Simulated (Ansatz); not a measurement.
**BPHO (quartet): from Hartree-Fock to the top rungs, cc-pVDZ**

The task here is to estimate one member of a computed series from the others.

Method: cc-pVDZ, core rule «outside noble gas», up to 7 orbitals frozen; program: Ansatz 0.2.0, Gaussian basis.

Plan: UHF; CCSD(T) on ROHF; CCSD(T) on UHF; BCCD(T) on ROHF; CISD; CCSDT(Q) on ROHF; CCSDT(Q) on UHF.

25 further runs of the same task are left out: 9 that didn't finish, 16 set aside as unsound or not needed.

## The geometry

The geometry is a PBE0/def2-TZVP stationary point (not a proven minimum) of the parent state, kept for this charge and spin.

4 atoms, charge 0, spin multiplicity 4.

Atoms are counted from 1 here; the program's logs count them from 0.

Bond lengths: O1–B2 1.313 Å, O1–H4 0.963 Å, B2–P3 1.737 Å. Angles: B2–O1–H4 117.1°, O1–B2–P3 177.9°.

The first run:

Contents of in.yaml:

```yaml
crystal:
  periodic: [false, false, false]
  atoms:
    - {symbol: O, position_ang: [0.000010, -0.253523, 0.967945]}
    - {symbol: B, position_ang: [-0.000021, -0.179739, -0.342663]}
    - {symbol: P, position_ang: [0.000006, -0.144524, -2.078829]}
    - {symbol: H, position_ang: [0.000006, 0.577785, 1.453547]}
basis:
  gaussian: {orbitals: cc-pVDZ}
magnetization: {spin_polarized: true, initial_magnetization: 3}
hamiltonian: {xc: hf}
output: {orbitals: {seedname: orbitals}}
```

On the command line:

```sh
ansatz run in.yaml --threads 1 --pin off --events-out ev --progress --plain --max-ram 2393MiB
```

Steps of the session up to this table: UHF; CCSD(T) on ROHF; CCSD(T) on UHF; BCCD(T) on ROHF; CISD; CCSDT(Q) on ROHF; CCSDT(Q) on UHF.

One of the session's tables, all rows but one given; the rest of the session is left out.

| method | from UCCSDT(Q) (meV) |
| --- | --- |
| ROHF | +10073.2 |
| UHF | +9840.3 |
| RMP2 | +1119.5 |
| UMP2 | +1169.0 |
| CISD | +1245.3 |
| RCCSD | +318.3 |
| UCCSD | +314.3 |
| RCCSD(T) | +55.3 |
| UCCSD(T) | +55.2 |
| BCCD(T) | +53.2 |
| RCCSDT | ? |
| UCCSDT | +24.1 |
| RCCSDT(Q) | +3.0 |
| UCCSDT(Q) | 0 |

**Question.** Estimate the row for RCCSDT.

**Answer.** from UCCSDT(Q) (meV): +24.9. In the column «from UCCSDT(Q) (meV)» it lies between UCCSDT (+24.1) and BCCD(T) (+53.2).

Caveats from the session: Restricted and unrestricted rows rest on different reference determinants; where their highest levels disagree by more than a few hundredths of an eV, they describe different states and don't form one ladder.
